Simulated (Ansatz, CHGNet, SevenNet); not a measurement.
Ladder of methods for the elastic constant C11 of hcp Sc

Reference value: 99 GPa (measured, temperature not stated, not corrected to a static lattice; as tabulated in Mehl and Papaconstantopoulos (1996), arXiv:mtrl-th/9602003).

| level (code) | value (GPa) | cell (Å³/atom) |
|---|---|---|
| CHGNet-r²SCAN | 57.7 | 25.21 |
| SevenNet-0 | 64.9 | 24.64 |
| SevenNet-l3i5 | 94.9 | 24.72 |
| LDA (Ansatz) | ___ | 22.53 |
| PBE (Ansatz) | ___ | 24.65 |
| PBEsol (Ansatz) | 107 | 23.65 |
| r²SCAN (Ansatz) | 99.6 | 24.92 |
| HSE06 (Ansatz) | 98.1 | 25.25 |

Problem. Some entries are withheld; supply them.

Solution. 
- LDA (Ansatz, a first-principles code), value (GPa): 114
- PBE (Ansatz), value (GPa): 101

Differences against the reference: CHGNet-r²SCAN -42 %, SevenNet-0 -34 %, SevenNet-l3i5 -4.1 %, LDA +15.2 %, PBE +2.0 %, PBEsol +8.1 %, r²SCAN +0.6 %, HSE06 -0.9 %.

The reference's temperature isn't stated, so close values are not ranked against it. Off by more than 25 %, or 35 % on the side where a correction would as a rule narrow the miss (bounds picked here): CHGNet-r²SCAN (-42 %), SevenNet-0 (-34 %).

The measured value isn't corrected to a static lattice, so vibrations enter the comparison. A static lattice is as a rule stiffer than a warm one, by over a tenth in soft solids. The crystal itself was run without spin with LDA, PBE, PBEsol, r²SCAN, HSE06; a magnetic state was not tried in these runs. HSE06: hybrids on metals are sensitive to the k mesh. HSE06: the run warned that the count of filled bands differs between k points. Each level is taken at its own relaxed cell. Cutoffs and k meshes differ between the levels. Ansatz's density-functional and Hartree–Fock values are scalar-relativistic unless marked +SOC, with PAW data made under PBE.

Machine-learned potentials (CHGNet-r²SCAN, SevenNet-0, SevenNet-l3i5) are trained on DFT data: a solid inside that data is no test of them.

Differences are worked out from the printed values.
